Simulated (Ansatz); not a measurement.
fcc Sr: LDA at its full settings (plane-wave cutoff 520 eV, 16×16×16 k mesh, Fermi–Dirac smearing 0.05 eV, scalar-relativistic PAW data made under PBE) and at cheaper ones, in a cell of 1 atom with Γ-centred meshes.

```json
[
 {"level and setting": "LDA (Ansatz)", "lattice parameter a (Å)": "5.793", "bulk modulus B0 (GPa)": "14.0"},
 {"level and setting": "LDA (Γ point alone) (Ansatz)", "lattice parameter a (Å)": "5.764", "bulk modulus B0 (GPa)": "42.0"},
 {"level and setting": "LDA (4×4×4 k mesh) (Ansatz)", "lattice parameter a (Å)": "(withheld)", "bulk modulus B0 (GPa)": "14.1"}
]
```

Question: Complete the blanks.

Answer: 
- LDA (4×4×4 k mesh) (Ansatz, a first-principles code), lattice parameter a (Å): 5.786

Largest shifts from the full settings: lattice constant a -0.50 % (LDA (Γ point alone)), against a difference of -4.17 % of the full result from the reference 6.045 Å (measured, low-temperature or extrapolated to 0 K; zero-point anharmonic expansion removed; as tabulated in Csonka et al. (2009), arXiv:0903.4037); bulk modulus +200 % (LDA (Γ point alone)), against a difference of +12.0 % of the full result from the reference 12.5 GPa (measured, corrected for temperature and zero-point phonon effects, sources range from 12.0 to 12.5; as tabulated in Levämäki et al. (2014), arXiv:1402.3671).

Ansatz's density-functional and Hartree–Fock values are scalar-relativistic unless marked +SOC, with PAW data made under PBE.

Run with cheap settings on purpose, which may leave them unconverged: LDA (4×4×4 k mesh), LDA (Γ point alone).
